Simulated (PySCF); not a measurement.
tetrafluoromethane (CF4), SMILES FC(F)(F)F.

The structure is a stationary point at B3LYP-D3(BJ)/def2-SVP.

Two levels are set side by side: TDDFT-PBE/def2-SVPD (PySCF) and TDDFT-PBE0/def2-SVPD (PySCF). Vertical, same geometry. The lowest singlet is HOMO−2→LUMO 100 % with PBE and HOMO−1→LUMO 98 % with the other functional; states are paired by order. Differences are taken from unrounded values.

```json
[
 {"quantity": "lowest singlet excitation (eV)", "TDDFT-PBE0": "12.19"},
 {"quantity": "lowest triplet excitation (TDA) (eV)", "TDDFT-PBE0": "12.01"},
 {"quantity": "first bright state (f over 0.05) (eV)", "TDDFT-PBE0": "13.43"},
 {"quantity": "its oscillator strength", "TDDFT-PBE0": "0.14"}
]
```

### Question
What does TDDFT-PBE give, and how far is it from TDDFT-PBE0? (The exact figures need the calculation; the answer reports its results.)

### Answer

```json
[
 {"quantity": "lowest singlet excitation (eV)", "TDDFT-PBE": "10.65", "TDDFT-PBE minus TDDFT-PBE0": "-1.53"},
 {"quantity": "lowest triplet excitation (TDA) (eV)", "TDDFT-PBE": "10.55", "TDDFT-PBE minus TDDFT-PBE0": "-1.46"},
 {"quantity": "first bright state (f over 0.05) (eV)", "TDDFT-PBE": "11.99", "TDDFT-PBE minus TDDFT-PBE0": "-1.44"},
 {"quantity": "its oscillator strength", "TDDFT-PBE": "0.08", "TDDFT-PBE minus TDDFT-PBE0": "-0.06"}
]
```

A lower first singlet is the usual sign of a functional without exact exchange. Differences between two approximate levels are no errors against the true value.

Rough cost on one machine, each run with all the roots and properties that it gave: TDDFT-PBE0 against TDDFT-PBE about 4 times.
